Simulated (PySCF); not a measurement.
Species: ethylene carbonate, C₃H₄O₃.
Bonds: O1–C2 (double), C2–O3, O3–C4, C4–C5, C5–O6, C2–O6. Hydrogens: H7, H8 on C4; H9, H10 on C5.

The closed-shell ground state was solved at several levels (PySCF, density fitting, gas phase, non-relativistic). The structure is a single PBE0-D3(BJ)/def2-SVP conformer in the gas phase; no vibrational or solvent corrections.

| level | basis functions | HOMO (eV) | LUMO (eV) | gap (eV) | dipole (D) |
| --- | --- | --- | --- | --- | --- |
| LDA/def2-SVPD | 161 | -7.29 | -0.70 | 6.59 | 5.38 |
| CAM-B3LYP/def2-SVPD | 161 | -10.29 | 0.83 | 11.12 | 5.57 |
| PBE0/def2-SVPD | 161 | -8.81 | 0.24 | 9.05 | 5.43 |
| PBE/def2-SVPD | 161 | -7.08 | -0.48 | 6.60 | 5.24 |
| B3LYP/pcJ-1 | 202 | -8.35 | 0.61 | 8.96 | 5.52 |
| HF/def2-SVPD | 161 | -12.98 | 2.12 | 15.10 | 5.91 |
| LC-wPBE/def2-SVPD | 161 | -11.63 | 1.90 | 13.53 | 5.55 |

**Question.** Estimate the row for PBE0/def2-SVP, a basis of 104 functions; the other rows only guide the guess.

**Answer.** HOMO -8.52 eV, LUMO 1.14 eV, gap 9.66 eV, dipole 5.29 D.

**Question.** In the def2-SVPD basis, how does the gap go with the fixed share of exact exchange?

**Answer.** LDA (0 %) 6.59 eV; PBE (0 %) 6.60 eV; PBE0 (25 %) 9.05 eV; HF (100 %) 15.10 eV. Each rise in the share widens the gap here.

**Question.** How far do the dipole and the HOMO energy spread over the levels?

**Answer.** The dipole runs from 5.24 to 5.91 D (mean 5.49 D) and the HOMO from -12.98 to -7.08 eV.
